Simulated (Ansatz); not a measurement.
# AlF2+ (triplet): wave-function methods side by side, def2-TZVPP

An exercise on one series of results from a longer session: the logs are not shown, and one member is left open.

The runs use Ansatz 0.2.0, Gaussian basis; def2-TZVPP, core rule «outside noble gas», up to 7 orbitals frozen.

Plan: UHF; ROHF; CCSD(T) on UHF.

## The geometry

The geometry is a PBE0/def2-TZVP stationary point (not a proven minimum) of the parent state, kept for this charge and spin.

3 atoms, charge 1, spin multiplicity 3.

Atoms are counted from 1 here; the program's logs count them from 0.

Bond lengths: Al1–F2 1.811 Å, Al1–F3 1.811 Å. Angles: F2–Al1–F3 65.9°.

As a file:

```
Al    0.0000   -0.8889   -0.0005
F     0.0000    0.6318   -0.9848
F     0.0000    0.6307    0.9855
```

Set-up of the first run:

in.yaml

```yaml
crystal:
  periodic: [false, false, false]
  atoms:
    - {symbol: Al, position_ang: [0.000000, -0.888930, -0.000475]}
    - {symbol: F, position_ang: [0.000000, 0.631755, -0.984846]}
    - {symbol: F, position_ang: [0.000000, 0.630704, 0.985520]}
basis:
  gaussian: {orbitals: def2-TZVPP}
total_charge: 1
magnetization: {spin_polarized: true, initial_magnetization: 2}
hamiltonian: {xc: hf}
output: {orbitals: {seedname: orbitals}}
```

The run is started by

```bash
ansatz run in.yaml --threads 1 --pin off --events-out ev --progress --plain --max-ram 4096MiB --backend cpu
```

Among the steps run: UHF; ROHF; CCSD(T) on UHF.

One table of the session follows, with a row left open; its other results are not shown here.

It belongs to the step «Misses and costs». 

| method | from UCCSD(T) (meV) |
| --- | --- |
| ROHF | +15125.5 |
| UHF | +14892.2 |
| UMP2 | +737.2 |
| UCCSD | ? |
| UCCSD(T) | 0 |

Q: Estimate the row for UCCSD from the others.

The run gave: from UCCSD(T) (meV): +478.8. In the column «from UCCSD(T) (meV)» it lies between UCCSD(T) (0) and UMP2 (+737.2).

The program flags UCCSD(T) as in doubt (see the logs), so the zero of the table is itself unsure.

Caveats from the session: The report flags that the cluster equations may have other roots. The program flags UCCSD(T) as in doubt, so the zero of the table is itself unsure. Warnings: coupled cluster took another determinant than the lowest.
